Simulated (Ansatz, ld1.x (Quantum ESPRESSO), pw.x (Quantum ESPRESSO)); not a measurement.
## What a changed setting does to a pw.x run (sc Se)

Potential: PAW, ld1.x (Quantum ESPRESSO) 7.5, LDA (PW92); core [Ar] 3d10, reference 4s2 4p4; waves: 4s (bound): rcut 1.45, rcutus 1.70 bohr; 4s channel at 3.4 Ry: rcut 1.45, rcutus 1.70 bohr; 4p (bound): rcut 1.50, rcutus 1.70 bohr; 4p channel at 0.05 Ry: rcut 1.50, rcutus 1.70 bohr; 4d channel at 0.35 Ry: rcut 1.45, rcutus 1.70 bohr; local part: all-electron potential smoothed inside 1.50 bohr (lloc = -2); core correction: a·sin(br)/r model core inside 1.76 bohr; augmentation: PSQ, inside the norm-conserving radii.

The reference run (k-mesh 12³, cutoffs 40/320 Ry, Fermi–Dirac 0.01 Ry, mixing_beta 0.4, conv_thr 1e-9, no spin) gives -0.68 GPa at 21.385 Å³/atom, where all-electron LAPW gives -0.42 GPa. This run, with its own iteration cap, changes nosym to true.

```
&control
  calculation='scf', prefix='x', pseudo_dir='./', outdir='./tmp', tstress=.true., disk_io='none'
/
&system
  ibrav=0, nat=1, ntyp=1, ecutwfc=40, ecutrho=320, nbnd=10,
  occupations='smearing', smearing='fd', degauss=0.01, nosym=.true.
/
&electrons
  conv_thr=1e-09, mixing_beta=0.4, electron_maxstep=60
/
ATOMIC_SPECIES
Se 1.0 Se.UPF
CELL_PARAMETERS angstrom
  2.77568227 0.00000000 0.00000000
  0.00000000 2.77568227 0.00000000
  0.00000000 0.00000000 2.77568227
ATOMIC_POSITIONS crystal
Se 0.0000 0.0000 0.0000
K_POINTS automatic
12 12 12 0 0 0
```

```bash
pw.x < Se.scf.in > Se.scf.out
```

Problem. How does the run end?

Solution. It converges in 6 iterations; the free energy moves by +0.0 meV/atom and the pressure by +0.00 GPa. The result is that of the reference run.

```
lattice parameter (alat)  =       5.2453  a.u.
     unit-cell volume          =     144.3131 (a.u.)^3
     number of electrons       =         6.00
     number of Kohn-Sham states=           10
     kinetic-energy cutoff     =      40.0000  Ry
     charge density cutoff     =     320.0000  Ry
     scf convergence threshold =      1.0E-09
     Exchange-correlation= SLA  PW   NOGX NOGC
     number of k points=   868  Fermi-Dirac smearing, width (Ry)=  0.0100
     iteration #  1     ecut=    40.00 Ry     beta= 0.40
     total energy              =    -182.89217439 Ry
     estimated scf accuracy    <       0.00132559 Ry
     iteration #  2     ecut=    40.00 Ry     beta= 0.40
     total energy              =    -182.89210979 Ry
     estimated scf accuracy    <       0.00046574 Ry
     iteration #  3     ecut=    40.00 Ry     beta= 0.40
     total energy              =    -182.89211254 Ry
     estimated scf accuracy    <       0.00000065 Ry
     iteration #  4     ecut=    40.00 Ry     beta= 0.40
     total energy              =    -182.89211268 Ry
     estimated scf accuracy    <       0.00000002 Ry
     iteration #  5     ecut=    40.00 Ry     beta= 0.40
     total energy              =    -182.89211268 Ry
     estimated scf accuracy    <          2.5E-09 Ry
     iteration #  6     ecut=    40.00 Ry     beta= 0.40
     the Fermi energy is     7.7675 ev
!    total energy              =    -182.89211268 Ry
     estimated scf accuracy    <          1.9E-10 Ry
     smearing contrib. (-TS)   =      -0.00226315 Ry
     The total energy is F=E-TS. E is the sum of the following terms:
     one-electron contribution =       4.84198680 Ry
     hartree contribution      =       1.20137875 Ry
     xc contribution           =      -4.70920373 Ry
     ewald contribution        =     -19.47326414 Ry
     one-center paw contrib.   =    -164.75074721 Ry
     convergence has been achieved in   6 iterations
          total   stress  (Ry/bohr**3)                   (kbar)     P=       -6.76
     Message from routine punch:
     Nothing written, as per user request (disk_io='none')
```

The run took about 42 s on one core of a shared host (Neoverse-V2, 96 threads, 371 GiB, load 18).
